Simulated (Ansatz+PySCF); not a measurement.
# singlet C₃H₈: levels of theory in one basis

```xyz
11

C    -0.0014   -0.2667   -1.2721
C    -0.0077    0.5858   -0.0001
C     0.0003   -0.2661    1.2673
H    -0.0002    0.3698   -2.1646
H     0.8915   -0.9156   -1.3270
H    -0.8826   -0.9111   -1.3124
H    -0.8701    1.2492    0.0036
H     0.8725    1.2545   -0.0008
H    -0.0050    0.3719    2.1827
H    -0.8939   -0.9012    1.3190
H     0.8909   -0.9176    1.3175
```

Basis set: def2-SVP (spherical functions). Left uncorrelated: 3 orbitals. Charge 0, multiplicity 1.

Computed with Ansatz (development build ahead of 0.2.0); each method stands on the lowest determinant of its kind that the runs found.

```tsv
method	E − E(RHF) (eV)	<S²> of the determinant
RHF	0.00	0.00
RHF-MP2	-12.12	–
RHF-CCSD(T)	-13.82	–
```

Problem. What does RHF-CCSD give on the same scale?

Solution. -13.45 eV.

Problem. Is a single determinant a sound starting point here?

Solution. By this sign, yes. Unrestricted orbitals gain 0.00 eV and <S²> is 0.00 against 0.00 for a pure state.
